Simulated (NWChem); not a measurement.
System: SiCl$_{4}$; SMILES Cl[Si](Cl)(Cl)Cl

All runs: NWChem. The level has its own optimisation; frequencies are unscaled.

### Question
Estimate the computed values for BLYP/def2-SVP. Quantities: r Cl–Si (Å); highest harmonic frequency (cm⁻¹); lowest (cm⁻¹); zero-point energy (kcal/mol).

### Answer
* **r Cl–Si (Å)**: 2.068
* **highest harmonic frequency (cm⁻¹)**: 595
* **lowest (cm⁻¹)**: 138
* **zero-point energy (kcal/mol)**: 4.4
